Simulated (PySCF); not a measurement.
PySCF single point, HF/6-31G*, density fitting, COSMO implicit acetonitrile (electrostatics alone), on C2H6OS (SMILES CS(C)=O), charge 0, multiplicity 1.

```python
from pyscf import gto, scf, dft
mol = gto.M(atom='''
C     -1.360691    -0.645867     0.194270
S      0.000180     0.401847     0.884042
C      1.362066    -0.645710     0.193990
O      0.000864     1.629298     0.090171
H     -2.301299    -0.169984     0.451151
H     -1.305522    -1.629298     0.645939
H     -1.263424    -0.702897    -0.884042
H      1.249574    -0.724174    -0.881237
H      2.301299    -0.155721     0.429057
H      1.323816    -1.621666     0.664358
''', basis='6-31G*', charge=0, spin=0, verbose=3)
mf = scf.RHF(mol)
mf = mf.density_fit()
mf = mf.PCM()
mf.with_solvent.method = 'COSMO'
mf.with_solvent.eps = 38.8
mf.max_cycle = 100
e = mf.kernel()
print('converged', mf.converged)
print('E_total', e)
print('nao', mol.nao)
print('HOMO', mf.mo_energy[mf.mo_occ > 0].max())
mf.dip_moment()
```

Output:

```

WARN: PCM is an experimental feature. It is still in testing.
Features and APIs may be changed in the future.

converged SCF energy = -551.546987722285
converged True
E_total -551.5469877222852
nao 72
HOMO -0.36454064333499003
Dipole moment(X, Y, Z, Debye): -0.00381, -5.37555,  0.86362
```

The total energy is -15008.36 eV, -0.44 eV from the same level's vacuum run.
